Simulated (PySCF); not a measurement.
Löwdin shares of the frontier orbitals

Compound: C4H5PS.
Numbering: `[CH3:1][c:2]1[cH:3][s:4][cH:5][p:6]1` (hydrogens: H7, H8, H9 on C1; H10 on C3; H11 on C5)

Structure used (GFN2-xTB), in Å, numbered top down from 1:
```
atom  x, y, z in Å
C1    -1.775   -0.118    0.056
C2    -0.279   -0.077    0.005
C3     0.422    1.080    0.015
S4     2.134    0.977   -0.047
C5     2.161   -0.735   -0.099
P6     0.684   -1.579   -0.073
H7    -2.107   -0.675    0.932
H8    -2.168   -0.622   -0.826
H9    -2.189    0.887    0.100
H10   -0.005    2.067    0.058
H11    3.129   -1.202   -0.147
```

Computed with TDDFT CAM-B3LYP/def2-SVPD, vertical, gas phase, core orbitals frozen in the response (PySCF).

Kohn–Sham orbitals with the atoms that hold most of them (Löwdin shares over 4%, at most four atoms; ? is withheld):

| orbital | ε (eV) | atoms |
| --- | --- | --- |
| HOMO-3 | -11.19 | C5 17%, P6 17%, S4 16%, C2 15% |
| HOMO-2 | -9.22 | P6 62%, S4 12%, C2 12%, C5 8% |
| HOMO-1 | -8.45 | ? |
| HOMO | -8.01 | P6 32%, S4 25%, C5 21%, C2 10% |
| LUMO | -0.25 | ? |
| LUMO+1 | 1.03 | S4 55%, P6 9%, C1 8%, C5 5% |
| LUMO+2 | 1.31 | C2 28%, C3 24%, P6 15%, S4 11% |

(1) Give the leading atoms of the LUMO.

(2) Give the leading atoms of the HOMO-1.

(3) The HOMO–LUMO gap is 7.76 eV. Where does the response calculation put the lowest singlet, and from which orbitals?

(4) Give energy, strength and leading configuration of S1, S2, S3, S4 and S6, and follow the Löwdin shares of the leading atoms from the occupied to the empty orbital.

Results:

(1) P6 (bonded to 2 C) 32%; C5 (bonded to P, S and H) 28%; S4 (bonded to 2 C) 20%; C2 (bonded to 2 C and P) 8%. By element: carbon 36% or more, phosphorus 32%, sulfur 20%.

(2) C3 (bonded to C, S and H) 25%; C2 (bonded to 2 C and P) 24%; C5 (bonded to P, S and H) 20%; S4 (bonded to 2 C) 14%. By element: carbon 69% or more, sulfur 14%.

(3) S1 is at 4.98 eV (f = 0.119), 2.77 eV below the gap, made of HOMO→LUMO (79%), HOMO-1→LUMO (11%). 

(4) 
- S1 (4.98 eV, f 0.119), HOMO→LUMO (79%): P6 32% → 32%, S4 25% → 20%, C5 21% → 28%
- S2 (5.19 eV, f 0.030), HOMO-1→LUMO (80%): C3 25% → at most 8%, C2 24% → 8%, P6 at most 15% → 32%, C5 20% → 28%
- S3 (5.33 eV, f 0.0080), HOMO-2→LUMO (98%): P6 62% → 32%, S4 12% → 20%, C5 8% → 28%
- S4 (5.75 eV, f 0.0003), HOMO→LUMO+1 (74%): P6 32% → 9%, S4 25% → 55%
- S6 (6.25 eV, f 0.0017), HOMO-1→LUMO+1 (81%): C3 25% → at most 6%, C2 24% → at most 6%, S4 14% → 55%, P6 at most 15% → 9%
